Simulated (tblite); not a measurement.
# H7O4: the cost of one run

Computed with tblite 0.8.0 and PySCF 2.14.0; each step states its level. No surroundings beyond the atoms listed, unless a continuum is named. Atoms count from 0, parts from 1.

## 1. The system as given

11 atoms, charge -1, multiplicity 1; geometry: parts in contact. Parts: 1 = atoms 0–1, `[OH-]`, charge -1; 2 = atoms 2–4, `O`, charge 0; 3 = atoms 5–7, `O`, charge 0; 4 = atoms 8–10, `O`, charge 0. In the given geometry H4 has moved to O0 of another part (1.04 Å), so values for the parts refer to these atom groups.

## 2. Docking the parts with GFN2-xTB

Job settings and geometry (Å):

```
{"job": {"kind": "dock", "xc": "GFN2-xTB", "basis": "xTB"}, "charge": -1, "multiplicity": 1, "parts": [{"atoms": "0-1", "charge": -1, "multiplicity": 1}, {"atoms": "2-4", "charge": 0, "multiplicity": 1}, {"atoms": "5-7", "charge": 0, "multiplicity": 1}, {"atoms": "8-10", "charge": 0, "multiplicity": 1}]}
O      0.418513     0.001793    -0.456331
H     -0.445734    -0.377847    -0.292330
O      1.669893    -2.102405    -1.124090
H      1.427894    -2.886399    -0.631112
H      0.987356    -0.830375    -0.727160
O      3.658363    -1.130839     0.148262
H      3.324420    -0.234580     0.229052
H      2.935146    -1.584386    -0.418772
O      2.411301    -2.090136    -3.549685
H      2.157229    -2.215865    -2.563172
H      2.206344    -1.161632    -3.670653
```

Level: GFN2-xTB search for minima from random contacts, gas phase.

Command:

```
$ OMP_NUM_THREADS=1 python cluster_run.py task.json out
```

One launch serves the whole session: the jobs run in the order shown.

Q: Estimate the wall time of this first job on 1 thread of AMD EPYC 9R45, shared host.

About 4.1 s.
